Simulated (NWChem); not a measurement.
System: hydrogen chloride (HCl); SMILES Cl

NWChem input:

```
start job
memory heap 200 mb stack 900 mb global 1100 mb
geometry units angstroms noautoz
  Cl     0.000000     0.000000     0.080452
  H      0.000000     0.000000    -1.215592
end
basis spherical
  Cl library def2-tzvp
  H library def2-tzvp
end
dft
  xc xwpbe 1.00 cpbe96 1.0 hfexch 1.00
  cam 0.4 cam_alpha 0.0 cam_beta 1.0
  iterations 150
  mulliken
end
task dft energy
```

The geometry was optimised at PBE-D3(BJ)/def2-SVP.

**Question.** What results follow from this input? (LC-wPBE (HJS exchange hole, range parameter 0.4 per bohr)/def2-TZVP.) Quantities: energy (Ha); highest occupied level (eV); orbital gap (eV); dipole (D).

**Answer.** 
| Quantity | Value |
|---|---|
| energy (Ha) | -460.67 |
| highest occupied level (eV) | -12.36 |
| orbital gap (eV) | 14.91 |
| dipole (D) | 1.31 |
